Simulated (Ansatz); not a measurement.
Mulliken charges of `CC[SiH]` from ωB97M-V/def2-TZVPP in Ansatz (PBE0-D4/def2-TZVP geometry).

```
atom   x (Å)   y (Å)   z (Å)  charge (e)
  C1  -0.594   0.496  -0.563      -0.294
  C2   0.423  -0.564  -0.159      -0.279
 Si3   1.475  -0.359   1.399       0.134
  H4  -1.209   0.173  -1.408       0.106
  H5  -0.098   1.423  -0.860       0.099
  H6  -1.258   0.736   0.269       0.104
  H7   1.051  -0.865  -1.004       0.108
  H8  -0.103  -1.498   0.133       0.094
  H9   0.401   0.411   2.175      -0.072
```

By hand: the dipole of these point charges (1 e Å = 4.8032 D).

Σ q r = (0.061, -0.065, -0.062) e Å, of length 0.109 e Å = 0.52 D.

How does the dipole of the full density compare? (An estimate is asked.)

Ansatz gave: (-0.132, -0.009, -0.177) e Å, 1.06 D; the point charges give 0.49 times that, at 82° from its direction.

Point charges leave out the atoms' own dipoles, such as those of lone pairs, and Mulliken's split depends on the basis, so the two needn't agree.
